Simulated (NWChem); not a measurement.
# SVWN5/6-31G run of Si2H6 (disilane)

Aim: the vertical ionisation energy of Si2H6 (disilane) at SVWN5/6-31G, from 2 runs. 

The results are computed with NWChem 7.3.0.

## 1. The system as given

Si2H6: 8 atoms, total charge 0, spin state singlet. As SMILES, `[SiH3][SiH3]`. The coordinates come from a PBE0-D4/def2-TZVP relaxation.

Bond lengths: Si1–Si2 2.338 Å, Si1–H3 1.488 Å, Si1–H4 1.488 Å, Si1–H5 1.488 Å, Si2–H6 1.488 Å, Si2–H7 1.488 Å, Si2–H8 1.488 Å. Some angles: Si1–Si2–H6 110.3°, Si1–Si2–H7 110.3°, Si1–Si2–H8 110.3°, Si2–Si1–H3 110.3°, Si2–Si1–H4 110.3°, Si2–Si1–H5 110.3°, H6–Si2–H7 108.7°, H6–Si2–H8 108.7°, H7–Si2–H8 108.7°, H3–Si1–H4 108.7°.

## 2. The energy at SVWN5/6-31G

h6si2.nw reads:

```
start h6si2
title "H6Si2 energy"
memory 2200 mb
charge 0
geometry units bohr noautosym nocenter noautoz
  Si -0.64345175  0.92634375 -1.89898578
  Si  0.68691545 -0.95317786  1.87271859
  H   1.57584262  1.79183831 -3.39186942
  H  -2.10307620 -0.91443847 -3.44289203
  H  -2.28278916  3.14469324 -1.35663438
  H   2.15239806  0.88552566  3.41341230
  H   2.32077265 -3.17568475  1.33036719
  H  -1.53256789 -1.81262530  3.36862579
end
basis spherical bse
  * library 6-31G
end
dft
  xc slater vwn_5
  grid fine
  convergence energy 1e-08
  maxiter 100
  mulliken
  print low
end
task dft energy
```

On the command line:

```
$ nwchem h6si2.nw > h6si2.out
```

What it wrote:

```text
[...]
 d= 0,ls=0.0,diis     1   -580.0738114793 -6.71D+02  1.65D-02  2.21D-01     1.4
[...]
 d= 0,ls=0.0,diis     7   -580.0976698356 -5.93D-11  1.13D-07  5.13D-12     5.7
         Total DFT energy =     -580.097669835633
      One electron energy =     -986.455988917808
           Coulomb energy =      357.147808769980
    Exchange-Corr. energy =      -41.562570857126
 Nuclear repulsion energy =       90.773081169321
[...]
      Total Density - Mulliken Population Analysis
     ---------------------------------------------
    Atom       Charge   Shell Charges
 -----------   ------   -------------------------------------------------------
    1 Si  14    13.90   2.00  2.00  5.96  1.05  2.11  0.34  0.45
    2 Si  14    13.90   2.00  2.00  5.96  1.05  2.11  0.34  0.45
    3 H    1     1.03   0.48  0.56
    4 H    1     1.03   0.48  0.56
    5 H    1     1.03   0.48  0.56
    6 H    1     1.03   0.48  0.56
    7 H    1     1.03   0.48  0.56
    8 H    1     1.03   0.48  0.56
[...]
```

It took 6.3 s on 1 thread of Intel Xeon Platinum 8259CL at 2.50GHz (Skylake/Cascade Lake), shared host; peak memory 0.12 GiB.

## 3. The doublet cation

mol.nw reads:

```
start mol
title "H6Si2 SVWN5"
memory total 2200 mb
charge 1
geometry units angstrom noautosym nocenter noautoz
 Si   -0.340500    0.490200   -1.004900
 Si    0.363500   -0.504400    0.991000
 H     0.833900    0.948200   -1.794900
 H    -1.112900   -0.483900   -1.821900
 H    -1.208000    1.664100   -0.717900
 H     1.139000    0.468600    1.806300
 H     1.228100   -1.680500    0.704000
 H    -0.811000   -0.959200    1.782600
end
basis spherical bse
 * library 6-31G
end
dft
 xc slater vwn_5
 mult 2
 grid fine
 convergence energy 1e-08
 maxiter 100
 mulliken
 noprint "final vectors analysis"
end
task dft energy
```

On the command line:

```
$ nwchem mol.nw > mol.out
```

What it wrote:

```text
[...]
          Wavefunction type:  spin polarized.
          No. of atoms     :     8
          No. of electrons :    33
[...]
          Charge           :     1
          Spin multiplicity:     2
[...]
          AO basis - number of functions:    38
[...]
              XC Information
              --------------
                        Slater Exchange Functional  1.000 local
                      VWN V Correlation Functional  1.000 local
[...]
 d= 0,ls=0.0,diis     1   -579.6720146331 -6.70D+02  7.13D-03  1.49D-01     1.6
[...]
 d= 0,ls=0.5,diis    14   -579.7080480468 -8.76D-09  7.83D-07  3.14D-10    13.4
[...]
         Total DFT energy =     -579.708048050609
      One electron energy =     -977.994045195689
           Coulomb energy =      348.779985587377
    Exchange-Corr. energy =      -41.267076177189
 Nuclear repulsion energy =       90.773087734890
[...]
      Total Density - Mulliken Population Analysis
     ---------------------------------------------
    Atom       Charge   Shell Charges
 -----------   ------   -------------------------------------------------------
    1 Si  14    13.71   2.00  2.00  5.96  1.15  2.07  0.30  0.24
    2 Si  14    13.71   2.00  2.00  5.96  1.15  2.07  0.30  0.24
    3 H    1     0.93   0.46  0.47
    4 H    1     0.93   0.46  0.47
    5 H    1     0.93   0.46  0.47
    6 H    1     0.93   0.46  0.47
    7 H    1     0.93   0.46  0.47
    8 H    1     0.93   0.46  0.47
[...]
      <S2> =      0.7503 (Exact =     0.7500)
[...]
```

It took 15 s on 1 thread of Intel Xeon Platinum 8259CL at 2.50GHz (Skylake/Cascade Lake), shared host; peak memory 0.12 GiB.

## 4. Outcome

At SVWN5/6-31G:

| quantity | value |
| --- | --- |
| singlet Si2H6: total energy | -580.09767 Eh |
| doublet cation: total energy | -579.70805 Eh |
| doublet cation: ⟨S²⟩ | 0.750 |
| vertical ionisation energy (to the doublet cation) | 10.602 eV |

In words: The vertical ionisation energy comes to 10.60 eV (244 kcal/mol). Mulliken charges (singlet Si2H6) run from -0.03 on H3 to +0.10 on Si1; they depend strongly on the basis. Mulliken charges (doublet cation) run from +0.07 on H3 to +0.29 on Si1; they depend strongly on the basis.
